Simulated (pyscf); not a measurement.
Single points on ωB97X-D3(BJ)/def2-SVP structures (PySCF, gas phase).

**Question.** Estimate the classical barrier height and the reaction energy of HO–SiH₂–F (SMILES O[SiH2]F) + HCl (SMILES Cl) → HO–SiH(F)–Cl (SMILES O[SiH](F)Cl) + H₂ (SMILES [H][H]) at ωB97M-D3(BJ)/def2-TZVP. The step runs on the singlet surface, breaks H–Si, Cl–H and forms Cl–Si, H–H; take the separated reactants as zero.

**Answer.** ΔE‡ = 116.5 kJ/mol, ΔE = -92.0 kJ/mol. Zero-point energy shifts the barrier by +5.3 kJ/mol. It is a four-centre exchange, with an imaginary mode of 818i cm⁻¹. On the reactant side the descent ends in a complex (not fully relaxed), 17.3 kJ/mol under the separated species and 130.2 kJ/mol under the saddle at ωB97X-D3(BJ)/def2-TZVP. This is the saddle that the search found; another between the same sides may lie lower.
